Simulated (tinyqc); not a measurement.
Stretching all distances: RHF, UHF, MP2, CISD and CCSD against full CI in the sto-3g basis, for H3O+, spin multiplicity 1. Computed by the program tinyqc with PySCF. All coordinates are multiplied by the scale. c0^2 is the weight of the RHF determinant in the lowest singlet FCI state (UHF is spin-contaminated and may lie near states of higher spin) and n(LUMO) the first natural occupation beyond the occupied space.

Geometry (angstrom):
```
atom,x,y,z
O,0.0000,0.0000,0.2010
H,0.9180,0.0000,0.0000
H,-0.4590,0.7950,0.0000
H,-0.4590,-0.7950,0.0000
```

Full CI energy (hartree) and errors against it (kcal/mol):
```
scale,distance 1-2 (angstrom),E(FCI),RHF,UHF,MP2,CISD,CCSD,<S^2> UHF,c0^2,n(LUMO)
0.940,0.883,-75.33394,31.207,31.207,6.870,0.533,0.158,0.000,0.980,0.014
1.130,1.062,-75.38637,45.124,45.124,10.734,1.340,0.396,0.000,0.962,0.026
1.320,1.240,-75.29743,64.228,64.228,16.315,3.276,0.960,0.000,0.925,0.049
1.510,1.419,-75.17824,90.890,89.975,24.962,8.003,2.088,0.382,0.839,0.097
1.700,1.598,-75.07284,127.525,66.768,38.738,18.769,3.817,1.805,0.644,0.214
```

What does the comparison show, and why?

UHF parts from RHF first at scale 1.51 of those listed, where <S^2> leaves zero. The weight c0^2 goes from 0.98 to 0.64 and n(LUMO) from 0.01 to 0.21: static correlation grows as the bonds break into open-shell fragments. The spread of the error along the curve, which distorts its shape, is CCSD 3.7, CISD 18.2, MP2 31.9, UHF 58.8, RHF 96.3 kcal/mol. The table stops here: at scale 1.9 and beyond, the reference weight falls under 0.45 or RHF, UHF or CCSD hop between solutions, so those rows were left out and the spreads given cover only the rows shown. As computed, partly on other solutions, the errors there reach in size RHF 264, UHF 41, MP2 83, CISD 83, CCSD 71 kcal/mol.
